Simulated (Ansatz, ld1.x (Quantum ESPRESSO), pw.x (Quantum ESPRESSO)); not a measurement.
# pw.x on fcc C: one setting changed

Potential: norm-conserving Troullier–Martins (Kleinman–Bylander form), ld1.x (Quantum ESPRESSO) 7.5, LDA (PW92); core [He], reference 2s2 2p2; waves: 2s (bound): rc 0.90 bohr; 2p (bound): rc 1.85 bohr; 3d channel at 0.35 Ry: rc 1.75 bohr; local part: all-electron potential smoothed inside 1.05 bohr (lloc = -2); core correction: Bessel-smoothed model core inside 0.55 bohr.

The reference run (k-mesh 18³, cutoffs 135/540 Ry, Fermi–Dirac 0.01 Ry, mixing_beta 0.4, conv_thr 1e-9, no spin) gives -3.28 GPa at 7.020 Å³/atom, where all-electron LAPW gives -3.87 GPa. This run, with its own iteration cap, changes k-mesh shift to 1.

```
&control
  calculation='scf', prefix='x', pseudo_dir='./', outdir='./tmp', tstress=.true., disk_io='none'
/
&system
  ibrav=0, nat=1, ntyp=1, ecutwfc=135, ecutrho=540, nbnd=9,
  occupations='smearing', smearing='fd', degauss=0.01
/
&electrons
  conv_thr=1e-09, mixing_beta=0.4, electron_maxstep=50
/
ATOMIC_SPECIES
C 1.0 C.UPF
CELL_PARAMETERS angstrom
  0.00000000 1.51973911 1.51973911
  1.51973911 0.00000000 1.51973911
  1.51973911 1.51973911 0.00000000
ATOMIC_POSITIONS crystal
C 0.0000 0.0000 0.0000
K_POINTS automatic
18 18 18 1 1 1
```

```bash
pw.x < C.scf.in > C.scf.out
```

Q: How does the run end?

A: It converges in 4 iterations; the free energy moves by +1.0 meV/atom and the pressure by +0.02 GPa. The result is that of the reference run.

```
Message from routine setup:
     using ibrav=0 with symmetry is DISCOURAGED, use correct ibrav instead
     lattice parameter (alat)  =       4.0615  a.u.
     unit-cell volume          =      47.3733 (a.u.)^3
     number of electrons       =         4.00
     number of Kohn-Sham states=            9
     kinetic-energy cutoff     =     135.0000  Ry
     charge density cutoff     =     540.0000  Ry
     scf convergence threshold =      1.0E-09
     Exchange-correlation= PW
     number of k points=   570  Fermi-Dirac smearing, width (Ry)=  0.0100
     iteration #  1     ecut=   135.00 Ry     beta= 0.40
     total energy              =     -13.13792052 Ry
     estimated scf accuracy    <       0.00053223 Ry
     iteration #  2     ecut=   135.00 Ry     beta= 0.40
     total energy              =     -13.13789486 Ry
     estimated scf accuracy    <       0.00016727 Ry
     iteration #  3     ecut=   135.00 Ry     beta= 0.40
     total energy              =     -13.13790185 Ry
     estimated scf accuracy    <       0.00000265 Ry
     iteration #  4     ecut=   135.00 Ry     beta= 0.40
     the Fermi energy is    10.9571 ev
!    total energy              =     -13.13790197 Ry
     estimated scf accuracy    <          5.1E-10 Ry
     smearing contrib. (-TS)   =      -0.00174496 Ry
     The total energy is F=E-TS. E is the sum of the following terms:
     one-electron contribution =       4.68702387 Ry
     hartree contribution      =       0.35883993 Ry
     xc contribution           =      -5.41033121 Ry
     ewald contribution        =     -12.77168961 Ry
     convergence has been achieved in   4 iterations
          total   stress  (Ry/bohr**3)                   (kbar)     P=      -32.68
     Message from routine punch:
     Nothing written, as per user request (disk_io='none')
```

The run took about 29 s on one core of a shared host (Neoverse-V2, 96 threads, 742 GiB, load 61).
